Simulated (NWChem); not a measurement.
# hydrogen cyanide (CHN); SMILES C#N

```xyz
3

C      0.0000     0.0000    -0.4915
N      0.0000     0.0000     0.6622
H      0.0000     0.0000    -1.5711
```
Atoms are numbered in this order, from 1.

Program: NWChem. Coordinates come from a PBE0/def2-SVP optimisation. B3LYP is NWChem's, with the RPA form of VWN correlation. GIAO values for the isolated, static molecule; σ is the absolute isotropic shielding.

Problem. Taking B3LYP/pcSseg-3 as the yardstick, which of these has the fewest basis functions while keeping “σ H3 (ppm)” within 0.5 ppm of it: B3LYP/pcSseg-1; B3LYP/pcSseg-2; B3LYP/pcSseg-0?

Solution. B3LYP/pcSseg-1.
| level | basis functions | σ H3 (ppm) | relative time (rough) |
|---|---|---|---|
| B3LYP/pcSseg-0 | 20 | 29.89 | 1 |
| B3LYP/pcSseg-1 | 39 | 28.82 | 2 |
| B3LYP/pcSseg-2 | 86 | 28.74 | 10 |
| B3LYP/pcSseg-3 | 177 | 28.67 | 100 |

The yardstick is one finite set, not the basis-set limit.
